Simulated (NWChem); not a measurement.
System: water (H2O); SMILES O

NWChem printed, in part:

```
             Northwest Computational Chemistry Package (NWChem) 7.3.0
             --------------------------------------------------------

 C2V symmetry detected

                             Geometry "geometry" -> ""
                             -------------------------

 Output coordinates in angstroms (scale by  1.889725989 to convert to a.u.)

  No.       Tag          Charge          X              Y              Z
 ---- ---------------- ---------- -------------- -------------- --------------
    1 O                    8.0000     0.00000000     0.00000000     0.11966200
    2 H                    1.0000     0.75417100     0.00000000    -0.47864800
    3 H                    1.0000    -0.75417100     0.00000000    -0.47864800

 Effective nuclear repulsion energy (a.u.)       9.1459207664

      Symmetry information
      --------------------

 Group name             C2v
 Group number             16
 Group order               4
 No. of unique centers     2

                                Z-matrix (autoz)
                                --------

 Units are Angstrom for bonds and degrees for angles

      Type          Name      I     J     K     L     M      Value
      ----------- --------  ----- ----- ----- ----- ----- ----------
    1 Stretch                  1     2                       0.96268
    2 Stretch                  1     3                       0.96268
    3 Bend                     2     1     3               103.14763

                           NWChem Geometry Optimization
                           ----------------------------

 maximum gradient threshold         (gmax) =   0.000450
 rms gradient threshold             (grms) =   0.000300
 maximum cartesian step threshold   (xmax) =   0.001800
 rms cartesian step threshold       (xrms) =   0.001200
 fixed trust radius                (trust) =   0.300000
 source of zmatrix                         =   autoz

          -------------------
          Energy Minimization
          -------------------

 Using diagonal initial Hessian
 Scaling for Hessian diagonals: bonds = 1.00  angles = 0.25  torsions = 0.10

          --------
          Step   0

                                 NWChem DFT Module
                                 -----------------

 Summary of "ao basis" -> "ao basis" (spherical)
 ------------------------------------------------------------------------------
       Tag                 Description            Shells   Functions and Types
 ---------------- ------------------------------  ------  ---------------------
 O                          def2-svp                 6       14   3s2p1d
 H                          def2-svp                 3        5   2s1p

      Symmetry analysis of basis
      --------------------------

        a1         11
        a2          2
        b1          7
        b2          4

            General Information
            -------------------
          SCF calculation type: DFT
          Wavefunction type:  closed shell.
          No. of atoms     :     3
          No. of electrons :    10
           Alpha electrons :     5
            Beta electrons :     5
          Charge           :     0
          Spin multiplicity:     1
          Use of symmetry is: on ; symmetry adaption is: on
          Maximum number of iterations: 150
          AO basis - number of functions:    24
                     number of shells:    12
          Convergence on energy requested:  1.00D-06
          Convergence on density requested:  1.00D-05
          Convergence on gradient requested:  5.00D-04

              XC Information
              --------------
                    Becke 1988 Exchange Functional  1.000
              Lee-Yang-Parr Correlation Functional  1.000

             Grid Information
             ----------------
          Grid used for XC integration:  medium
          Radial quadrature: Mura-Knowles
          Angular quadrature: Lebedev.
          Tag              B.-S. Rad. Rad. Pts. Rad. Cut. Ang. Pts.
          ---              ---------- --------- --------- ---------
          O                   0.60       49           5.0       434
          H                   0.35       45           7.0       434
          Grid pruning is: on
          Number of quadrature shells:    94
          Spatial weights used:  Erf1

      Superposition of Atomic Density Guess
      -------------------------------------

 Sum of atomic energies:         -75.68971188

      Non-variational initial energy
      ------------------------------

 Total energy =     -75.849712
 1-e energy   =    -121.585869
 2-e energy   =      36.590236
 HOMO         =      -0.473268
 LUMO         =       0.088985

      Symmetry analysis of molecular orbitals - initial
      -------------------------------------------------

  Numbering of irreducible representations:

     1 a1          2 a2          3 b1          4 b2

  Orbital symmetries:

     1 a1          2 a1          3 b1          4 a1          5 b2
     6 a1          7 b1          8 b1          9 a1         10 a1
    11 b2         12 b1         13 a1         14 a2         15 a1

[...]

      ----------------------
      Optimization converged
      ----------------------

  Step       Energy      Delta E   Gmax     Grms     Xrms     Xmax
  ---- ---------------- -------- -------- -------- -------- --------
@    3     -76.33725315 -9.8D-08  0.00001  0.00001  0.00037  0.00061
                                     ok       ok       ok       ok

                                Z-matrix (autoz)
                                --------

 Units are Angstrom for bonds and degrees for angles

      Type          Name      I     J     K     L     M      Value     Gradient
      ----------- --------  ----- ----- ----- ----- ----- ---------- ----------
    1 Stretch                  1     2                       0.97768   -0.00001
    2 Stretch                  1     3                       0.97768   -0.00001
    3 Bend                     2     1     3               102.09590   -0.00000

                         Geometry "geometry" -> "geometry"
                         ---------------------------------

 Output coordinates in angstroms (scale by  1.889725989 to convert to a.u.)

  No.       Tag          Charge          X              Y              Z
 ---- ---------------- ---------- -------------- -------------- --------------
    1 O                    8.0000     0.00000000     0.00000000     0.13054707
    2 H                    1.0000     0.76031443     0.00000000    -0.48409054
    3 H                    1.0000    -0.76031443     0.00000000    -0.48409054

 Effective nuclear repulsion energy (a.u.)       9.0081324747

      Symmetry information
      --------------------

 Group name             C2v
 Group number             16
 Group order               4
 No. of unique centers     2

                Final and change from initial internal coordinates
                --------------------------------------------------

                                Z-matrix (autoz)
                                --------

 Units are Angstrom for bonds and degrees for angles

      Type          Name      I     J     K     L     M      Value       Change
      ----------- --------  ----- ----- ----- ----- ----- ---------- ----------
    1 Stretch                  1     2                       0.97768    0.01500
    2 Stretch                  1     3                       0.97768    0.01500
    3 Bend                     2     1     3               102.09590   -1.05172

[...]

 Rotational Constants
 --------------------
 A=  24.928269 cm-1  ( 35.865416 K)
 B=  14.467667 cm-1  ( 20.815280 K)
 C=   9.154596 cm-1  ( 13.171128 K)

 Temperature                      =   298.15K
 frequency scaling parameter      =   1.0000

 Zero-Point correction to Energy  =   12.821 kcal/mol  (  0.020432 au)
 Thermal correction to Energy     =   14.600 kcal/mol  (  0.023266 au)
 Thermal correction to Enthalpy   =   15.192 kcal/mol  (  0.024210 au)

 Total Entropy                    =   45.185 cal/mol-K
   - Translational                =   34.593 cal/mol-K (mol. weight =  18.0106)
   - Rotational                   =   10.585 cal/mol-K (symmetry #  =        2)
   - Vibrational                  =    0.007 cal/mol-K

 Cv (constant volume heat capacity) =    6.009 cal/mol-K
   - Translational                  =    2.979 cal/mol-K
   - Rotational                     =    2.979 cal/mol-K
   - Vibrational                    =    0.050 cal/mol-K

[normal modes left out]

 ----------------------------------------------------------------------------
 Normal Eigenvalue ||           Projected Infra Red Intensities
  Mode   [cm**-1]  || [atomic units] [(debye/angs)**2] [(KM/mol)] [arbitrary]
 ------ ---------- || -------------- ----------------- ---------- -----------
    1       -0.000 ||    0.011614           0.268        11.322       2.668
    2       -0.000 ||    0.077586           1.790        75.635      17.826
    3        0.000 ||    0.027184           0.627        26.500       6.246
    4        0.000 ||    0.107857           2.488       105.145      24.781
    5        0.000 ||    0.107857           2.488       105.145      24.781
    6        0.000 ||    0.000002           0.000         0.002       0.000
    7     1613.067 ||    0.046346           1.069        45.180      10.648
    8     3632.671 ||    0.000697           0.016         0.679       0.160
    9     3727.021 ||    0.012578           0.290        12.261       2.890
 ----------------------------------------------------------------------------
```

Level: BLYP/def2-SVP. 

Task: Which NWChem input produces such a log?

Result: One answer among several that fit: the input that was run:
```
start job
memory heap 200 mb stack 900 mb global 1100 mb
geometry units angstroms
  O      0.000000     0.000000     0.133319
  H      0.754171     0.000000    -0.464991
  H     -0.754171     0.000000    -0.464991
end
basis spherical
  * library def2-svp
end
dft
  xc becke88 lyp
  iterations 150
end
driver
  maxiter 120
end
task dft optimize
task dft freq
```
